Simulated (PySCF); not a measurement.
# 5-methylisoxazole: electronic excitations and core binding energies

Aim: predict the electronic excitations and core binding energies of 5-methylisoxazole (`Cc1ccno1`).

Programs: PySCF 2.14.0, with density-fitted response routines of our own. Each step states its level of theory. These are calculated values for one molecule in the gas phase, unless marked as measured. Atoms are numbered from 0 throughout.

## 1. The molecule as given

11 atoms, charge 0, multiplicity 1; geometry from: GFN2-xTB.

Bonds of the start (Å): C0–C1 1.48, C1–C2 1.37, C2–C3 1.41, C3–N4 1.30, N4–O5 1.35, O5–C1 1.34, C0–H6 1.09, C0–H7 1.09, C0–H8 1.09, C2–H9 1.07, C3–H10 1.07.

## 2. TDDFT and polarisability: CAM-B3LYP/def2-SVPD

Job settings and geometry (Å):

```
{"job": {"kind": "uv", "xc": "CAM-B3LYP", "basis": "def2-SVPD", "nstates": 8, "ntriplets": 3}, "charge": 0, "multiplicity": 1}
C     -1.724901    -0.006379     0.022565
C     -0.249035    -0.150721     0.036026
C      0.768713     0.736401    -0.183434
C      1.933504    -0.044842    -0.017634
N      1.628361    -1.277737     0.271395
O      0.278058    -1.355292     0.307343
H     -1.994516     1.018004    -0.215852
H     -2.136543    -0.270843     0.995457
H     -2.158830    -0.676672    -0.717806
H      0.701832     1.776205    -0.423934
H      2.958781     0.254546    -0.100090
```

Level: TDDFT CAM-B3LYP/def2-SVPD, vertical, gas phase, core orbitals frozen in the response.

Command:

```
OMP_NUM_THREADS=1 python probes_run.py task.json out
```

One launch serves the whole session: the jobs run in the order shown.

**Question.** This job is followed by: delta-SCF UKS SCAN, pcX-2 on the ionised atom, pcseg-1 elsewhere, spin-free X2C. Predict these results of the whole session: lowest singlet (CAM-B3LYP/def2-SVPD); brightest single state of those computed; lowest triplet; C1s binding energies, SCAN/pcX-2; N1s binding energies, SCAN/pcX-2; O1s binding energies, SCAN/pcX-2.

The runs gave:

| quantity | value |
| --- | --- |
| lowest singlet (CAM-B3LYP/def2-SVPD) | 6.46 eV (192 nm), f = 0.190 |
| brightest single state of those computed | state 7, 8.47 eV, f = 0.333 |
| lowest triplet | 4.23 eV |
| C1s binding energies, SCAN/pcX-2 | C1 292.35, C0 291.56, C3 291.54, C2 290.68 eV |
| N1s binding energies, SCAN/pcX-2 | N4 405.80 eV |
| O1s binding energies, SCAN/pcX-2 | O5 540.32 eV |

In words: The lowest singlet, at 6.46 eV, is HOMO→LUMO 0.93 and is bright; of the 8 states computed, the strongest absorption comes from state 7 at 8.47 eV. The lowest triplet lies 2.23 eV below the lowest singlet (triplets in Tamm-Dancoff, singlets in full TDDFT). The C1s levels kept as sound span 1.68 eV, from C2 (aromatic CH) up to C1 (substituted aromatic carbon next to the ring oxygen).
